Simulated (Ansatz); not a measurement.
Compare A (`COC#CN`) with its isomer B (`CC1=C(O)N1`).

Calculated with Ansatz (gas phase, PBE0-D4/def2-TZVP geometries, no zero-point term in ΔE). CCSD(T)/CBS is the MP2 limit (def2-TZVPP, def2-QZVPP) plus CCSD(T) − MP2 in def2-TZVPP, frozen cores. DFT in def2-TZVPP. B3LYP here is the variant with VWN-RPA as its local correlation; programs differ in this. Each species was taken in one conformer, which may not be the lowest.

Question: Which is lower in electronic energy at CCSD(T)/CBS, and by how much? (Best estimate.)

Answer: Ansatz gave: A, by 10.3 kcal/mol.

Question: Give E(B) − E(A) in kcal/mol with MP2/def2-TZVPP, CCSD/def2-TZVPP, ωB97M-V, B3LYP, CCSD(T)/def2-SVP, HF/def2-TZVPP, LDA (SPW92). (Estimate.)

Answer: Ansatz gave: MP2/def2-TZVPP 10.1, CCSD/def2-TZVPP 12.3, ωB97M-V 10.9, B3LYP 13.9, CCSD(T)/def2-SVP 11.7, HF/def2-TZVPP 20.4, LDA (SPW92) 7.5. None reverses the order clearly.

Question: Does the order hold for the free energy at 298.15 K (harmonic terms from PBE0-D4)? (An estimate is asked.)

Answer: The calculation gave: Yes: G(B) − G(A) = +10.0 kcal/mol, for one conformer each.

Largest T1 diagnostic: 0.012.

Leaving LDA and LC-ωPBE aside and taking each functional with its dispersion term where it has one, the values, not all of them listed here, spread over 9.0 kcal/mol, from revPBE-D4 to BHLYP-D4. In def2-TZVPP, CCSD(T) changes the Hartree–Fock value by −9.6 kcal/mol (the triples alone add −1.6 kcal/mol) and MP2 by −10.3 kcal/mol.
